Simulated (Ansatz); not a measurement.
# CH3F (fluoromethane): the vertical ionisation energy from total energies

The species is CH3F (5 atoms), meant as a singlet with charge 0. As SMILES, `CF`. Geometry: optimised at HF/STO-3G.

Both states at this one shape; open shells run unrestricted unless said. 1 Eh = 27.2114 eV.

```
                        level  program  singlet CH3F (Eh)  doublet CH3F+ (Eh)
                    HF/STO-3G   Ansatz        -137.169056         -136.830287
rPW86-PBE-D3(BJ)-ATM/def2-SVP   Ansatz        -139.877723         -139.415319
```

Work out the vertical ionisation energy at each level.


1. HF/STO-3G: -136.830287 − (-137.169056) = 0.338769 Eh = 9.22 eV.
2. rPW86-PBE-D3(BJ)-ATM/def2-SVP: -139.415319 − (-139.877723) = 0.462404 Eh = 12.58 eV.

No measured value is set beside it here; the levels span 9.22 to 12.58 eV. Hartree–Fock favours the state with fewer electron pairs, since it lacks pair correlation. Minimal sets are far from the basis-set limit.
